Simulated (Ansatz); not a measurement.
A nudged elastic band was laid between two geometries of BH3 + ClH (6 atoms, charge 0, multiplicity 1).

Level of theory: RHF/def2-SVPD (Ansatz).

| Item | Value |
| --- | --- |
| movable images | 5 |
| climbing image | yes |
| spring | 0.1 eV/Å² |
| optimiser | quadratic models (default) |
| start path | through a guess of the saddle point |
| force threshold | 0.03 eV/Å |
| iteration limit | 60 |
| end points | relaxed |

First end point:

```xyz
6
Properties=species:S:1:pos:R:3
B -0.012 0.474 -0.159
H -0.027 0.849 0.979
H 1.032 0.340 -0.729
H -1.041 0.271 -0.733
Cl 0.091 -2.630 1.060
H 0.086 -2.229 2.271
```

Last end point:

```xyz
6
Properties=species:S:1:pos:R:3
B 0.024 -0.565 -0.662
H -0.007 0.360 2.624
H 1.055 0.029 -0.677
H -1.044 -0.039 -0.676
Cl 0.081 -2.326 -0.625
H 0.020 -0.383 2.705
```

Problem. What changes between the two ends?

Solution. Bonds broken: B1–H2, Cl5–H6. Bonds formed: B1–Cl5, H2–H6. BH3 + ClH becomes BClH2 + H2.

Problem. Give the energies along the band, and the barrier.

Solution. The run converged. The highest image is number 3 of 0 to 6, 26.2 kcal/mol above the first end and 39.3 kcal/mol above the last; the last end lies 13.1 kcal/mol below the first. Neighbouring images differ by up to 1.3 eV, so the band resolves the path poorly. Another band between the same ends (5 images) ends at a top of the same energy, where a vibrational analysis finds 1 clearly imaginary mode. The orbitals stay closed-shell, which can raise the energy where a bond breaks towards radicals; this wasn't checked here.

| image | path coordinate (Å) | energy (kcal/mol) | B1–H2 (Å) | Cl5–H6 (Å) | B1–Cl5 (Å) |
| --- | --- | --- | --- | --- | --- |
| 0 | 0.00 | 0.0 | 1.20 | 1.28 | 3.34 |
| 1 | 0.71 | 0.8 | 1.20 | 1.27 | 3.09 |
| 2 | 1.43 | 5.9 | 1.21 | 1.29 | 2.74 |
| 3 | 2.14 | 26.2 | 1.29 | 1.53 | 2.17 |
| 4 | 3.01 | -3.7 | 1.90 | 2.36 | 1.81 |
| 5 | 3.88 | -12.1 | 2.67 | 3.13 | 1.77 |
| 6 | 4.74 | -13.1 | 3.41 | 3.86 | 1.76 |

Problem. What is the geometry of the highest image?

Solution. 
```xyz
6
Properties=species:S:1:pos:R:3:forces:R:3
B 0.011 -0.134 0.105 0.00 0.00 0.00
H -0.001 0.182 1.354 0.00 0.00 0.00
H 1.068 0.103 -0.381 0.00 0.00 0.00
H -1.056 0.038 -0.385 0.00 0.00 0.00
Cl 0.075 -2.233 0.639 0.00 0.00 0.00
H 0.032 -0.880 1.357 0.00 0.00 0.00
```

Time of the run: 55 s on 1 thread of Arm Neoverse V1 (shared host), peak memory 0.13 GiB.
